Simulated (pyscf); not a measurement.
Thermochemistry of product channels of GeH₂ (SMILES [GeH2]) [singlet] + H₂C=CH₂ (SMILES C=C) on the singlet surface, in eV, from CCSD(T)/def2-TZVPP + ΔMP2(QZVPP) energies (ideal gas, 1 atm, RRHO with modes under 100 cm⁻¹ raised to 100, one conformer, R ln 2 for rigid chiral ones). Optimised with ωB97X-D3(BJ)/def2-SVP in PySCF. MP2 and CC: frozen core, UHF for open shells. ΔMP2 is the change of the MP2 total energy from the triple- to the quadruple-zeta basis.

```
products                                        ΔE  ΔH(298 K)  ΔG(298 K)  ΔG(600 K)
-------------------------------------------  -----  ---------  ---------  ---------
H₃C–CH₂–GeH: (SMILES C[CH2][GeH]) [singlet]  -1.37      -1.19      -0.78      -0.36
C₂H₆Ge (SMILES [CH2]1[CH2][GeH2]1)           -1.26      -1.15      -0.65      -0.15
```

The channel to H₃C–CH₂–GeH: [singlet] turns unfavourable between 298 and 1200 K (ΔG from -0.78 eV to +0.44 eV). The channel to cyclic C₂H₆Ge (SMILES [CH2]1[CH2][GeH2]1) turns unfavourable between 298 and 1200 K (ΔG from -0.65 eV to +0.79 eV).

These are energies of the channels, which say nothing of barriers. cyclic C₂H₆Ge (SMILES [CH2]1[CH2][GeH2]1) lies 0.43 eV over its isomer H₂C=CH–GeH₃, and others may lie lower still (electronic energy, ωB97M-D3(BJ)). The CCSD(T) − MP2 part came from Ansatz, without density fitting, on the same reference. The frozen core leaves the outer d or s,p core shells of the metals and heavy elements correlated in the MP2 and CC values, and def2-TZVPP describes them poorly, which can shift differences by a few kcal/mol. Elements up to Kr have no core potential and no relativistic terms here.
